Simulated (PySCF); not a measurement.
Species: C₄H₁₁OP.
Numbering: `[CH3:1][CH2:2][PH:3](=[O:4])[CH2:5][CH3:6]` (hydrogens: H7, H8, H9 on C1; H10, H11 on C2; H12 on P3; H13, H14 on C5; H15, H16, H17 on C6)

Method: PBE0-D3(BJ)/def2-SVP geometry optimisation, gas phase (PySCF).

List the bond lengths, angles and torsions at this level.

```csv
bond,length (bohr)
"C1–C2, C5–C6",2.876
"C2–P3, P3–C5",3.445
P3=O4,2.828
C1–H7 and 5 like bonds,2.080
"C2–H10, C5–H13",2.084
"C2–H11, C5–H14",2.085
P3–H12,2.712
```

Bonds in one row agree within 0.02 bohr and their mean is given. A selection of angles:
```csv
angle,degrees
C2–C1–H7,111.9
H7–C1–H8,107.3
C1–C2–P3,115.7
C1–C2–H10,112.0
C1–C2–H11,111.7
P3–C2–H10,105.8
P3–C2–H11,104.8
H10–C2–H11,106.0
C2–P3–O4,114.8
C2–P3–C5,106.8
C2–P3–H12,102.1
O4–P3–C5,113.7
O4–P3–H12,115.5
P3–C5–C6,111.1
P3–C5–H13,109.5
H13–C5–H14,107.2
C5–C6–H17,110.1
H16–C6–H17,108.7
```

Torsions: C1–C2–P3–O4 -175° (antiperiplanar); C2–P3–C5–C6 175° (antiperiplanar). The mirror-image conformer, all signs reversed, is as good.

Of the pairs four or more bonds apart, O4···H17 is among the closest relative to their van der Waals radii: 2.76 Å, 101 % of the sum of Bondi's values. P3 (phosphoryl phosphorus) is distorted tetrahedral (angles from 102.1° to 115.5°).

Point group: C1 (no symmetry element, even within 0.4 Å). No frequency check. One conformer, not necessarily the lowest.

The run took 42 s on one thread of an x86-64 server, shared host. That covers the optimisation of the geometry.
